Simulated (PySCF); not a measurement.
carbon disulfide anion (CS2), SMILES S=C=S (connectivity only; charge and spin as stated), charge -1, multiplicity 2. The structure is a stationary point at B3LYP-D3(BJ)/def2-TZVPD. The spin state was assumed, not searched.

Level of theory: B3LYP-D3(BJ)/def2-TZVPD in PySCF 2.14.0.

Harmonic wavenumbers (cm⁻¹): 319, 644, 1186. Rotational constants (GHz): 204.2, 3.263, 3.212; symmetry number 2.

**Question.** Work out the zero-point energy and the ideal-gas rigid-rotor harmonic-oscillator thermochemistry at 298.15 K and 1 atm.

**Answer.** ZPE = ½ Σ hcν = ½ × 2149 cm⁻¹ = 3.07 kcal/mol. H − E(el) = 5.79 kcal/mol. Entropy in cal/(mol K): translation 38.91, rotation 21.16, vibration 1.74, spin 1.38, total 63.18. G − E(el) = -13.05 kcal/mol. Cp = 10.74 cal/(mol K).
